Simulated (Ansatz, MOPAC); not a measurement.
Gas-phase reaction in SMILES: [Cl][Al]([Cl])[Cl] -> [Al]([Cl])[Cl] + Cl atom (the Al-Cl bond breaks)

Wanted: bond dissociation energy (enthalpy at 298 K), in kcal/mol. Set-up: valence correlation only; no spin-orbit coupling; open shells spin-unrestricted; dispersion terms only where a functional's name holds one; 6-31G* and kin with 6d, 5d where marked; non-relativistic. CBS marks a two-point X^-3 extrapolation of the correlation energy; Hartree-Fock from the larger set. Ab initio and DFT rows: single points at B3LYP-D3(BJ) geometries (Ansatz, a program for electronic structure), with unscaled harmonic terms from B3LYP/6-31G* (Ansatz) at its own minima. Semi-empirical rows: MOPAC heats of formation at their own minima for 298 K.

```tsv
species	coefficient	E at MP2/6-31G* (Ansatz), Eh	E at PBE0/def2-TZVPD (Ansatz), Eh	H(298 K) - E, kcal/mol	heat of formation at PM6 (MOPAC), kcal/mol
[Cl][Al]([Cl])[Cl]	-1	-1621.00798	-1622.72909	6.93	-139.94
[Cl][Al][Cl]	+1	-1161.28036	-1162.55165	4.70	-59.91
Cl atom	+1	-459.55243	-459.99797	1.48	28.96
```

Coupled cluster (Ansatz) is a level with limits of its own, used here on species with T1 under 0.025 (0.045 for open shells) and stable references: CCSD(T)/CBS(cc-pV(T+d)Z,cc-pV(Q+d)Z). Value to compare with, CCSD(T)/CBS(cc-pV(T+d)Z,cc-pV(Q+d)Z) (Ansatz): 118.1 kcal/mol. 1 Eh = 627.5095 kcal/mol.

### Question
Work the quantity out at each level, and compare with CCSD(T)/CBS(cc-pV(T+d)Z,cc-pV(Q+d)Z) (Ansatz).

### Answer

- MP2/6-31G*: the sum of coefficient times E is 0.17519 Eh, or 109.93 kcal/mol; the thermal terms add -0.75. Result: 109.2 kcal/mol. Its difference against CCSD(T)/CBS(cc-pV(T+d)Z,cc-pV(Q+d)Z) (Ansatz) is -8.9 kcal/mol.
- PBE0/def2-TZVPD: the sum of coefficient times E is 0.17947 Eh, or 112.62 kcal/mol; the thermal terms add -0.75. Result: 111.9 kcal/mol. Its difference against CCSD(T)/CBS(cc-pV(T+d)Z,cc-pV(Q+d)Z) (Ansatz) is -6.2 kcal/mol.
- PM6: the sum of coefficient times heat of formation is 108.99 kcal/mol; it needs no thermal term. Its difference against CCSD(T)/CBS(cc-pV(T+d)Z,cc-pV(Q+d)Z) (Ansatz) is -9.1 kcal/mol.
